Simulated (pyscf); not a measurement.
H₃C–AlH–NH₂ -> H₃C–Al [singlet] + ammonia (NH₃), a 1,1-elimination (singlet surface; Al–N, Al–H broken, H–N formed). Optimised with ωB97X-D3(BJ)/def2-SVP in PySCF. Correlated levels are frozen-core, on RHF or UHF. ΔMP2 is the change of the MP2 total energy from the triple- to the quadruple-zeta basis. Energies in kJ/mol from the reactant's lowest minimum found.

Small-basis levels: PySCF, no dispersion term, spherical d functions. AM1 to PM7: differences of heats of formation from MOPAC. GFN2-xTB: tblite. Cost: rough CPU time at the saddle relative to B3LYP/6-31G*, from one job on a shared machine.

```csv
level,barrier,reaction energy,cost
HF/STO-3G,566.8,+328.8,0.04
HF/3-21G,360.2,+209.1,0.05
HF/6-31G*,383.7,+189.7,0.07
MP2/6-31G*,309.0,+205.2,0.09
SVWN5/6-31G*,242.9,+224.7,0.9
B3LYP/6-31G*,291.2,+196.4,1
M06-2X/6-31G*,302.3,+205.5,2
B3LYP/6-311+G**,___,+185.9,2
PBE/def2-SVP,256.9,+207.9,2
GFN2-xTB,___,+320.8,under 0.02
AM1,314.9,+233.9,under 0.02
PM3,192.4,+160.9,under 0.02
CCSD(T)/def2-TZVPP + ΔMP2(QZVPP),___,+201.8,–
```

**Question.** Some entries are withheld; supply them.

**Answer.** 
- B3LYP/6-311+G**, barrier: 291.7
- GFN2-xTB, barrier: 295.8
- CCSD(T)/def2-TZVPP + ΔMP2(QZVPP), barrier: 301.8

Against the last row the barrier runs from -109.3 (PM3) to +265.0 kJ/mol (HF/STO-3G); M06-2X/6-31G* happens to lie closest here (0.5 kJ/mol apart). At GFN2-xTB this geometry lies under one side, so the entry may be no barrier of that level: it is a single point on another level's saddle. CCSD(T)/def2-TZVPP + ΔMP2(QZVPP) has limits of its own. On the product side the descent ends in an adduct with a Al–N contact (not fully relaxed), 56.9 kJ/mol under the separated species and 161.6 kJ/mol under the saddle at ωB97X-D3(BJ)/def2-TZVP. What is counted as broken (Al–N) persists as a longer contact in the product adduct; parting that adduct is a step of its own. At ωB97X-D3(BJ) the barrier from the zero used here is 322.4 kJ/mol. This is the saddle that the search found; another between the same sides may lie lower. The CCSD(T) − MP2 part came from Ansatz, without density fitting, on the same reference.
